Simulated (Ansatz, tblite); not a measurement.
Cost and result up the ladder for PPPP tetrahedron (P₄) (4 atoms). Charge 0, multiplicity 1. Geometry: PBE0-D4/def2-TZVP.

Cartesian coordinates in Å:
```
P -0.175 0.669 1.145
P 1.271 0.124 -0.399
P -0.812 0.500 -0.938
P -0.283 -1.293 0.192
```

Ansatz on 4 threads of Arm Neoverse V1 on a shared host; xTB runs through tblite on one thread. Times are rough, summed over both states, and most runs start from the orbitals of an earlier one. CCSD(T)/def2-TZVPP serves as the yardstick here, not as an exact answer. The other state is a doublet.

The xTB rows come from tblite. Correlated methods freeze 20 core orbitals. HOMO above LUMO, or a gap near zero within one spin, warns that the state may not be the lowest or that an electron is smeared out.

Correlated methods converge slowly with the basis.

Raw xTB energies of ions are shifted by several eV.

```
                            level  functions  wall time  vertical IE (eV)  difference from CCSD(T)/def2-TZVPP (eV)                                     remarks
                         GFN1-xTB         36    0.008 s             14.92                                     5.32                                           –
                         GFN2-xTB         36    0.008 s             13.68                                     4.08                                           –
                 PBE-D4/def2-TZVP        148        5 s              9.53                                    -0.07  gap within one spin near zero (+1 doublet)
                PBE0-D4/def2-TZVP        148      7.8 s              9.63                                     0.03                                           –
r2SCAN-D4/def2-TZVP (with forces)        148       13 s              9.64                                     0.04                                           –
               CCSD(T)/def2-TZVPP        168       45 s              9.60                                     0.00                                           –
```
